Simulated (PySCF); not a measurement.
**Bonding in `C1=CCPC1`**

Species: C4H7P.
Numbering: `[CH:1]1=[CH:2][CH2:3][PH:4][CH2:5]1` (hydrogens: H6 on C1; H7 on C2; H8, H9 on C3; H10 on P4; H11, H12 on C5)

Structure used (GFN2-xTB), in Å, numbered top down from 1:
```xyz
12
C4H7P angstrom
C      0.5431   -0.9963    0.3243
C     -0.7628   -0.8871    0.1589
C     -1.2535    0.3984   -0.4350
P      0.1724    1.5999   -0.3059
C      1.3694    0.1804   -0.0976
H      1.0355   -1.8757    0.7085
H     -1.4728   -1.6649    0.3925
H     -1.5166    0.2538   -1.4895
H     -2.1381    0.7933    0.0690
H      0.0106    1.7864    1.0780
H      2.1484    0.4360    0.6237
H      1.8657   -0.0249   -1.0530
```

Bond orders from the PBE0/pcSseg-1 density (PySCF). One conformer (not necessarily the lowest) at the GFN2-xTB geometry, without solvent, vibrations or thermal averaging.

Task: How far do the computed orders between heavy atoms stray from the drawn ones?

Result: The largest departure is 0.088, at C1–C2 (drawn double, 1.912).

Task: Set the Mayer orders of the bonds between heavy atoms beside their lengths.

Result: 
| bond | drawn as | length (Å) | Mayer order |
| --- | --- | --- | --- |
| C1–C2 | double | 1.321 | 1.912 |
| C2–C3 | single | 1.499 | 1.017 |
| C3–P4 | single | 1.869 | 0.983 |
| P4–C5 | single | 1.868 | 0.983 |
| C5–C1 | single | 1.498 | 1.017 |

Bonds between the same two heavy elements. C–C: lowest C2–C3 and C5–C1 (1.017, 1.499 Å), highest C1–C2 (1.912, 1.321 Å). C–P: all 2 within 0.02 of one another (0.983 to 0.983). Bonds named together lie within 0.004.

Task: And the bonds to hydrogen?

Result: C–H: 0.93 to 0.97 (6 bonds); H–P: 0.94 (1 bond).

Task: Sum the orders of all bonds at each heavy atom with more than one neighbour and set the sums beside the valence in the SMILES.

Result: C1 3.899 (drawn 4), C2 3.899 (drawn 4), C3 3.865 (drawn 4), P4 2.901 (drawn 3), C5 3.865 (drawn 4). Orders between atoms that aren't bonded are not in these sums.

The Mayer order sums products of elements of PS (density times overlap matrix) between the two atoms' basis functions, so it depends on the basis set.
